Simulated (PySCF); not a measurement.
Which proton of methyl fluoride is most acidic?

Parent: methyl fluoride, `CF` (CH3F). Non-hydrogen atoms are numbered in `[CH3:1][F:2]`.

Level of theory: ωB97X-D3(BJ)/ma-def2-TZVP single points in PySCF, grid level 2; every species was optimised with PBE0-D3(BJ)/ma-def2-SVP. The prefix ma- adds one diffuse s and one diffuse p function on all atoms but H. Thermal corrections: PBE0-D3(BJ)/ma-def2-SVP frequencies, unscaled, ideal gas at 298.15 K and 1 bar, quasi-RRHO entropy.

```
              site  product  ΔH(acid) / kJ/mol  ΔG(acid) / kJ/mol
C1 (methyl carbon)  [CH2-]F               1722               1687
```

ΔH and ΔG refer to AH → A⁻ + H⁺ in the gas phase. Sites whose products fell apart, merged with another or lost in a GFN2-xTB screen aren't listed.

Vertical detachment energies of the anions: `[CH2-]F` 0.97 eV.

Measured values (NIST Chemistry WebBook, evaluated or the median of agreeing entries): deprotonation enthalpy (ΔH) 1711 kJ/mol (computed 1722, difference 11); gas-phase acidity (ΔG) 1676 kJ/mol (computed 1687, difference 11).

Structures, frequencies and single points took 20 s of wall time on 1 thread of Arm Neoverse V1 (shared host), launched as `OMP_NUM_THREADS=1 python redox_run.py task.json out`.
